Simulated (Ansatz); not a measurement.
# C2H5FS2: a ladder of functionals and wavefunction methods

How much do the methods differ for C2H5FS2? The plan is to run it at one geometry with functionals of several rungs and with coupled cluster. The yardstick is the atomisation energy at the CCSD(T) limit.

Program: Ansatz 0.2.0, Gaussian basis. Level of theory: functionals in def2-TZVPP, the program's frozen cores in correlated methods. These are calculated values, not measurements.

The runs, in order: PBE-D4, r2SCAN-D4, PBE0-D4, B3LYP-D4, ωB97X-V, ωB97M-V, B2PLYP; CCSD(T)/def2-TZVPP; MP2/def2-QZVPP; extrapolation to the limit.

### Step 1. The geometry

The geometry comes from an earlier relaxation with PBE0-D4 in a triple-zeta def2 set; it is a stationary point, not always the lowest conformer.

10 atoms, charge 0, spin multiplicity 1.

Atoms are counted from 1 here; the program's logs count them from 0.

Bond lengths: F1–C2 1.379 Å, C2–S3 1.778 Å, C2–H6 1.093 Å, C2–H7 1.092 Å, S3–C4 1.805 Å, C4–S5 1.805 Å, C4–H8 1.090 Å, C4–H9 1.091 Å, S5–H10 1.343 Å. Angles: F1–C2–S3 112.7°, F1–C2–H6 108.0°, F1–C2–H7 108.8°, S3–C2–H6 109.6°, S3–C2–H7 106.8°, H6–C2–H7 110.8°, C2–S3–C4 99.9°, S3–C4–S5 116.8°, S3–C4–H8 105.8°, S3–C4–H9 109.7°, S5–C4–H8 110.7°, S5–C4–H9 105.7°, H8–C4–H9 107.9°, C4–S5–H10 96.4°.

### Step 2. PBE-D4 (GGA)

in.yaml reads:

```yaml
crystal:
  periodic: [false, false, false]
  atoms:
    - {symbol: F, position_ang: [-1.677025, -0.347129, 1.543428]}
    - {symbol: C, position_ang: [-0.669383, 0.561495, 1.295553]}
    - {symbol: S, position_ang: [0.882912, -0.219816, 0.918702]}
    - {symbol: C, position_ang: [0.520984, -0.846392, -0.734658]}
    - {symbol: S, position_ang: [0.149973, 0.380756, -2.005955]}
    - {symbol: H, position_ang: [-0.978353, 1.188351, 0.455401]}
    - {symbol: H, position_ang: [-0.510763, 1.164687, 2.191690]}
    - {symbol: H, position_ang: [1.383457, -1.448134, -1.019661]}
    - {symbol: H, position_ang: [-0.348165, -1.503966, -0.695719]}
    - {symbol: H, position_ang: [1.329563, 1.019049, -1.945881]}
basis:
  gaussian: {orbitals: def2-TZVPP}
hamiltonian: {xc: pbe, dispersion: d4}
output: {forces: true, orbitals: {seedname: orbitals}}
```

On the command line:

```console
ansatz run in.yaml --threads 4 --pin off --events-out ev --progress --plain --max-ram 10444MiB
```

After this run come: r2SCAN-D4 (meta-GGA); PBE0-D4 (hybrid); B3LYP-D4 (hybrid); ωB97X-V (range-separated); ωB97M-V (range-separated); B2PLYP (double hybrid); CCSD(T) in def2-TZVPP; MP2 in def2-QZVPP.

**Question.** What will the summary of the whole plan be? Wanted: atomisation energy, CCSD(T)/CBS; farthest; mean size of error, hybrid; mean size of error, range-separated; gap, smallest and largest; T1 diagnostic; triples share of the correlation energy.

**Answer**, as computed:

```
                               quantity                                 value
        atomisation energy, CCSD(T)/CBS                             36.148 eV
    functionals within 0.181 eV (0.5 %)                              B3LYP-D4
                               farthest                    PBE-D4 (+1.093 eV)
             mean size of error, hybrid                              0.181 eV
    mean size of error, range-separated                              0.222 eV
              gap, smallest and largest  4.72 eV (PBE-D4), 11.40 eV (ωB97X-V)
                          T1 diagnostic                                0.0116
triples share of the correlation energy                                 4.0 %
```

In words: PBE-D4 misses by +1.093 eV. Double hybrids carry the basis error of their MP2 part in triple zeta, and no dispersion term here, so their miss is partly the set-up's. Misses under about 0.181 eV are within the doubt on the reference itself, which lacks core-valence correlation, relativity and higher excitations. Hartree-Fock recovers 70 % of the binding; the rest is correlation. The gap grows from 4.7 to 11.4 eV across the functionals, mostly with the share of exact exchange.
